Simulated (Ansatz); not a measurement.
A trace of molecular dynamics of B2H4O (7 atoms, charge 0, multiplicity 1).

All numbers below come from RKS B3LYP/def2-SVP (Ansatz).

| Property | Result |
| --- | --- |
| ensemble | NVE (velocity Verlet) |
| starting velocities drawn for | 300 K |
| seed | 254346 |

| time (fs) | T (K) | potential energy less start (eV) | conserved less start (meV/atom) |
| --- | --- | --- | --- |
| 0.0 | 300 | 0.000 | 0.00 |
| 12.5 | 210 | 0.069 | 1.55 |
| 25.0 | 142 | 0.121 | 2.64 |
| 37.5 | 167 | 0.206 | 17.14 |
| 50.0 | 620 | 0.754 | 137.22 |
| 62.5 | 258248 | 19.931 | 26663.24 |
| 75.0 | 1126482 | 11.360 | 105601.56 |
| 87.5 | 1117112 | 17.593 | 105626.97 |
| 100.0 | 1117536 | 17.272 | 105620.31 |
| 112.5 | 1114531 | 20.559 | 105812.40 |
| 125.0 | 1137208 | 21.038 | 107974.53 |
| 137.5 | 1132838 | 23.568 | 107932.44 |
| 150.0 | 1131777 | 24.387 | 107951.49 |
| 162.5 | 1131836 | 24.232 | 107934.86 |
| 175.0 | 1128414 | 27.213 | 108044.72 |
| 187.5 | 1128973 | 26.376 | 107976.74 |
| 200.0 | 1128867 | 26.164 | 107936.64 |
| 212.5 | 1130537 | 25.040 | 107930.29 |
| 225.0 | 1131140 | 24.662 | 107932.00 |
| 237.5 | 1135883 | 21.516 | 107920.49 |
| 250.0 | 1134992 | 22.131 | 107926.06 |
| 262.5 | 1131596 | 24.357 | 107930.58 |
| 275.0 | 1130582 | 24.999 | 107928.58 |
| 287.5 | 1131851 | 24.166 | 107926.71 |
| 300.0 | 1132643 | 23.662 | 107927.94 |

Task: Can this run be trusted? Judge the integration.

Result: The conserved energy changed by up to 110000 meV per atom, so the integration failed: the time step of 2.5 fs is too long for the fastest motions that this run met, and the later frames carry no physical meaning.

Run time: 3.9 min on 1 thread of Arm Neoverse V1, with other jobs on the host, peak memory 0.11 GiB.
